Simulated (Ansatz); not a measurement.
A nudged elastic band was laid between two geometries of C2H2S2 (6 atoms, charge 0, multiplicity 1).

Theory: Ansatz 0.2.0, RKS PBE-D4/cc-pVDZ.

- movable images: 7
- climbing image: yes
- spring: 5.0 eV/Å²
- optimiser: quadratic models (default)
- start path: through a guess of the saddle point
- force threshold: 0.05 eV/Å
- iteration limit: 40
- end points: relaxed

Initial state:

```xyz
6
Properties=species:S:1:pos:R:3
S 1.425 -0.290 -1.826
C 0.338 -0.204 -0.538
C -0.310 -0.245 0.516
S -1.384 -0.449 1.801
H 0.826 0.632 -2.652
H -0.852 0.492 2.653
```

Final state:

```xyz
6
Properties=species:S:1:pos:R:3
S 1.671 -0.945 -0.979
C 0.352 0.135 -1.063
C -0.020 0.248 0.232
S -1.148 -0.412 1.270
H -0.039 0.679 -1.943
H -0.773 0.229 2.436
```

(1) What changes between the two ends?

(2) What energy profile does the band end with?

(3) What is the geometry of the highest image?

(4) What are the harmonic wavenumbers there?

Answers

(1) Bonds broken: S1–H5. Bonds formed: C2–H5.

(2) The forces met the threshold. The highest image is number 3 of 0 to 8, 1.30 eV above the first end and 0.74 eV above the last; the last end lies 0.55 eV above the first. A vibrational analysis at the climbing image gives one clearly imaginary mode, 850i cm⁻¹: a first-order saddle point. The orbitals stay closed-shell, which can raise the energy where a bond breaks towards radicals; this wasn't checked here.

```csv
image,path coordinate (Å),energy (eV),S1–H5 (Å),C2–H5 (Å)
0,0.00,0.00,1.38,2.33
1,0.51,0.06,1.37,2.25
2,1.02,0.54,1.37,1.86
3,1.52,1.30,1.60,1.27
4,1.98,1.00,2.09,1.12
5,2.44,0.81,2.35,1.13
6,2.90,0.78,2.42,1.13
7,3.36,0.63,2.49,1.11
8,3.82,0.55,2.55,1.11
```

(3) 
```xyz
6
Properties=species:S:1:pos:R:3
S 1.596 -0.317 -2.045
C 0.532 -0.259 -0.688
C -0.156 -0.228 0.368
S -1.366 -0.362 1.522
H 0.317 0.555 -1.641
H -0.881 0.548 2.438
```

(4) 850i, 119, 171, 338, 385, 390, 473, 903, 957, 1996, 2139, 2487 cm⁻¹.

The run took 11 min on 1 CPU thread of a shared host.
